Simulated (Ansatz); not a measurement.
# CH3O2: the cost of one run

Method: the levels named in each step, in Ansatz 0.2.0.

## 1. The system as given

Bond lengths: O1–C2 1.274 Å, C2–O3 1.396 Å, C2–H4 1.131 Å, C2–H5 1.130 Å, O3–H6 0.968 Å. Angles: O1–C2–O3 118.8°, O1–C2–H4 112.6°, O1–C2–H5 112.7°, O3–C2–H4 105.7°, O3–C2–H5 105.7°, H4–C2–H5 99.3°, C2–O3–H6 108.7°.

Coordinates:

```xyz
6

O    -0.7028    0.4710    0.8106
C    -0.3135   -0.3379   -0.0936
O     0.9396   -0.1427   -0.6782
H    -1.0445   -0.4117   -0.9540
H    -0.3268   -1.4147    0.2500
H     1.3472    0.6408   -0.2825
```

## 2. A rough first relaxation, PBE-D4/def2-SVPD

File input.yaml:

```yaml
crystal:
  periodic: [false, false, false]
  atoms:
    - { symbol: O, position_ang: [-0.70277, 0.47103, 0.81058] }
    - { symbol: C, position_ang: [-0.3135, -0.33786, -0.09363] }
    - { symbol: O, position_ang: [0.93961, -0.14267, -0.67818] }
    - { symbol: H, position_ang: [-1.0445, -0.41173, -0.95401] }
    - { symbol: H, position_ang: [-0.32682, -1.41469, 0.24995] }
    - { symbol: H, position_ang: [1.34722, 0.64077, -0.28253] }
magnetization:
  spin_polarized: true
  initial_magnetization: 1
basis:
  gaussian: { orbitals: def2-SVPD }
hamiltonian:
  xc: pbe
  dispersion: d4
relax:
  f_tol: 0.03
  max_steps: 200
```

The run is started by

```console
$ ansatz run input.yaml --threads 4 --pin off --max-ram 10240MiB --backend cpu --events-out ev --progress --plain --runs-dir out
```

**Question.** How long does this run take on 4 threads of Intel Xeon at 2.50GHz (Skylake/Cascade Lake), shared host, and how much memory does it need?

About 11 s, with a peak of 0.17 GiB.
